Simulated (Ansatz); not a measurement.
# Predicting a hybrid from its neighbours: HF (hydrogen fluoride)

The species is HF (2 atoms), meant as a singlet with charge 0. As SMILES, `F`. Geometry: relaxed at PBE0-D4/def2-TZVP.

The HOMO–LUMO gap y, in eV, basis cc-pVTZ; a is the functional's share of exact exchange. Programs: Ansatz 0.2.0.

```
functional  program     a  y (eV)
    revPBE   Ansatz     0    9.23
      BLYP   Ansatz     0    9.03
     B3LYP   Ansatz   0.2   11.69
      PBE0   Ansatz  0.25   12.57
   r2SCAN0   Ansatz  0.25       ?
     BHLYP   Ansatz   0.5   15.38
```

Fit y = c + s·a to the known rows and predict r2SCAN0.


1. Means of the 5 rows: a = 0.1900, y = 11.580.
2. Σ(Δa)² = 0.172, Σ(Δa·Δy) = 2.1695, so the slope is 2.1695/0.172 = 12.613.
3. Intercept: 11.580 − (12.613) × 0.1900 = 9.184. The largest residual of the fit is 0.23.
4. r2SCAN0: 9.184 + (12.613) × 0.25 = 12.34 eV.

The run gave 13.73 eV, so the prediction is off by -1.39 eV, more than the scatter of the fit. Exact exchange lowers occupied levels and raises empty ones. The rows mix families of semi-local functionals, which the line can't see.
